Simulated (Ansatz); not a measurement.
**Pulling the pair apart**

The pair of NH3 (SMILES N, atoms 1–4) and CO (SMILES [C-]#[O+], atoms 5–6), both closed shells, in one local arrangement (a lower one may exist), relaxed at PBE0-D4/def2-TZVP:

N1  (0.047, 0.075, -0.914)
H2  (0.472, 0.746, -1.542)
H3  (0.422, -0.836, -1.150)
H4  (-0.943, 0.051, -1.126)
C5  (-0.299, -0.438, 2.142)
O6  (0.300, 0.401, 2.591)
(Å)

CO is shifted rigidly along the line between the mean atom positions of the two fragments (negative: closer). Counterpoise interaction energies in kcal/mol. Ansatz 0.2.0; basis: def2-TZVPPD; cores frozen in the correlated methods.

```json
{"shift (Å)": "-0.31", "HF": "1.55", "r2SCAN-D4": "-0.51", "MP2": "0.43"}
{"shift (Å)": "-0.16", "HF": "0.61", "r2SCAN-D4": "-0.90", "MP2": "-0.23"}
{"shift (Å)": "0.00", "HF": "0.07", "r2SCAN-D4": "-1.03", "MP2": "-0.56"}
{"shift (Å)": "0.16", "HF": "-0.22", "r2SCAN-D4": "-1.02", "MP2": "-0.70"}
{"shift (Å)": "0.37", "HF": "-0.40", "r2SCAN-D4": "-0.91", "MP2": "-0.71"}
{"shift (Å)": "0.78", "HF": "-0.41", "r2SCAN-D4": "-0.63", "MP2": "-0.56"}
{"shift (Å)": "1.56", "HF": "-0.24", "r2SCAN-D4": "-0.27", "MP2": "-0.26"}
{"shift (Å)": "3.12", "HF": "-0.07", "r2SCAN-D4": "-0.06", "MP2": "-0.06"}
```

Task: What does CCSD(T) give at these shifts? (To be estimated.)

Result: The calculation gives: 0.33, -0.33, -0.65, -0.77, -0.78, -0.60, -0.28, -0.07 kcal/mol. For zero shift, CCSD(T) at an estimated basis limit (MP2 extrapolated from triple and quadruple zeta, plus CCSD(T) − MP2 in triple zeta) gives -0.82 kcal/mol. These are counterpoise interaction energies, counted from the two frozen fragments.

No T1 diagnostic of these runs exceeds 0.016.

For scale, one of the runs: CCSD(T)/def2-TZVPPD, 165 basis functions, launched by `ansatz run in.yaml --threads 2 --pin off --events-out ev --progress --plain --max-ram 5222MiB`. Hardware: 2 CPU threads of an Arm Neoverse V2, shared host. Wall time 19 s; peak host memory 1.4 GiB.
